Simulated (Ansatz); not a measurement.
**AlP₂H+ (quartet): wave-function methods side by side, cc-pVDZ**

Aim: climb from Hartree-Fock through coupled cluster for AlP₂H+ (quartet) at one geometry and basis, and see what each rung misses.

Program: Ansatz 0.2.0, Gaussian basis. Level of theory: cc-pVDZ, core rule «outside noble gas», up to 15 orbitals frozen. These are calculated values, not measurements.

Plan: UHF; CCSD(T) on ROHF; CCSD(T) on UHF; BCCD(T) on ROHF; CISD; CCSDT(Q) on ROHF; CCSDT(Q) on UHF.

23 further runs of the same task are left out: 1 for a known fault of the program, 9 that didn't finish, 13 set aside as unsound or not needed.

## (1) The system

The geometry is a PBE0/def2-TZVP stationary point (not a proven minimum) of the parent state, kept for this charge and spin.

4 atoms, charge 1, spin multiplicity 4.

Atoms are counted from 1 here; the program's logs count them from 0.

Bond lengths: P1–Al2 2.241 Å, Al2–P3 2.191 Å, P3–H4 1.438 Å. Angles: P1–Al2–P3 179.9°, Al2–P3–H4 82.1°.

Geometry (Å):

```xyz
4
charge 1, multiplicity 4
P     0.0000   -0.3042    2.7331
Al    0.0000   -0.3487    0.4921
P     0.0000   -0.3873   -1.6982
H     0.0000    1.0402   -1.5269
```

## (2) UHF

Contents of in.yaml:

```yaml
crystal:
  periodic: [false, false, false]
  atoms:
    - {symbol: P, position_ang: [0.000007, -0.304246, 2.733079]}
    - {symbol: Al, position_ang: [-0.000015, -0.348696, 0.492088]}
    - {symbol: P, position_ang: [0.000008, -0.387284, -1.698244]}
    - {symbol: H, position_ang: [0.000000, 1.040227, -1.526924]}
basis:
  gaussian: {orbitals: cc-pVDZ}
total_charge: 1
magnetization: {spin_polarized: true, initial_magnetization: 3}
hamiltonian: {xc: hf}
output: {orbitals: {seedname: orbitals}}
```

On the command line:

```bash
ansatz run in.yaml --threads 1 --pin off --events-out ev --progress --plain --max-ram 2393MiB
```

After this run come: CCSD(T) on ROHF; CCSD(T) on UHF; BCCD(T) on ROHF; CISD; CCSDT(Q) on ROHF; CCSDT(Q) on UHF.

Q: Predict the results of all the runs planned. Wanted: UCCSDT(Q) below the RHF energy; RMP2 from UCCSDT(Q); UMP2 from UCCSDT(Q); RCCSD from UCCSDT(Q); RCCSD(T) from UCCSDT(Q); UCCSD(T) from UCCSDT(Q); RCCSDT(Q) from UCCSDT(Q); T1 diagnostic.

As calculated:

| quantity | value |
| --- | --- |
| UCCSDT(Q) below the RHF energy | -7.3718 eV |
| RMP2 from UCCSDT(Q) | +1481.2 meV |
| UMP2 from UCCSDT(Q) | +1529.1 meV |
| RCCSD from UCCSDT(Q) | +313.9 meV |
| RCCSD(T) from UCCSDT(Q) | +67.9 meV |
| UCCSD(T) from UCCSDT(Q) | +68.0 meV |
| RCCSDT(Q) from UCCSDT(Q) | +1.2 meV |
| levels within 1 kcal/mol (43 meV) | RCCSDT, UCCSDT, RCCSDT(Q) |
| T1 diagnostic | 0.021 |

RCCSD(T) misses by +67.9 meV, 0.9 % of the correlation energy. These misses are within one basis, not against nature; the frozen cores of restricted and unrestricted runs differ, which can shift their rows.
